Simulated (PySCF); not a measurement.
Compound: C6H3 (doublet state).
Cartesian coordinates in Å at the GFN2-xTB level; atoms count from 1:
```xyz
9
C6H3 angstrom
C      2.2537   -1.0000    1.6673
C      1.2122   -0.5604    1.1855
C      0.0760   -0.0901    0.7407
C     -1.0117    0.3684    0.1770
C     -1.1491    0.5352   -1.2191
C     -1.2707    0.6788   -2.4057
H      3.1621   -1.3788    2.0262
H     -1.8813    0.6479    0.7691
H     -1.3776    0.8051   -3.4416
```

As a line formula: `C(/C=[C]\C#C)#C` [radical].

Computed with UKS B3LYP, pcH-1 on C H, non-relativistic, mean-field spin-orbit, GIAO (PySCF 2.14.0). Geometry: GFN2-xTB; no solvent, vibrations or thermal averaging. The geometry wasn't refined by DFT: couplings that depend on bond lengths, twists or pyramidal angles can differ widely from those at the functional's own minimum. No stability test was run, so a lower SCF solution isn't excluded. ⟨S²⟩ is 0.784 where a pure state has 0.75.

What is the g tensor, term by term?

```
                    Δg (ppm)     1     2     3
relativistic mass correction  -148  -148  -148
            gauge correction    36     0    26
   orbital Zeeman/spin–orbit  -829     1   646
                       total  -941  -148   523
```

So g = 2.00138, 2.00217, 2.00284 and g_iso = 2.00213; the tensor is rhombic: the two nearest values differ by 46 % of g3 − g1. Axes: g1 points within 3° of the C2–C3 bond and g3 is normal to the molecular plane.

What are the electron Larmor frequencies g μB B/h along the three axes at 3350 mT?

93.8395, 93.8766, 93.9081 GHz for g1, g2 and g3, a range of 68.6 MHz.

At 9.467 GHz, how far is the centre of the isotropic spectrum from where a free electron (g = 2.002319) resonates?

B = hν/(g μB) with μB/h = 13.99624 MHz/mT gives 337.81 mT for the free electron and 337.84 mT at g_iso, 0.03 mT higher.

Average each term over the three axes. Which is largest in size?

The mass correction -148, the orbital-Zeeman/spin–orbit term -61 and the gauge correction 20 ppm, for a total of -189 ppm. The mass correction is the largest in size. The mass correction is the same along every axis, so the anisotropy comes from the other two: their spans along these axes are 37 (gauge) and 1474 ppm (orbital Zeeman/spin–orbit).

In a frozen sample, at which fields do the three g values resonate at 9.5, 34, 94 and 263 GHz (hyperfine left aside), and which band first spreads them over more than twice a line width of 1.0 mT?

| band | GHz | B(g3) mT | B(g2) mT | B(g1) mT | spread mT |
| --- | --- | --- | --- | --- | --- |
| X | 9.5 | 338.90 | 339.01 | 339.14 | 0.25 |
| Q | 34.0 | 1212.89 | 1213.29 | 1213.77 | 0.89 |
| W | 94.0 | 3353.28 | 3354.40 | 3355.73 | 2.45 |
| J | 263.0 | 9382.04 | 9385.19 | 9388.91 | 6.86 |

The spread grows in proportion to the frequency. W band is the first where it exceeds 2.0 mT.

The Mulliken spin populations are largest on C3 (+0.75), C1 (+0.66), C2 (-0.29) and C4 (-0.15).

The HOMO–LUMO gaps are 3.84 eV among the α and 3.86 eV among the β orbitals.
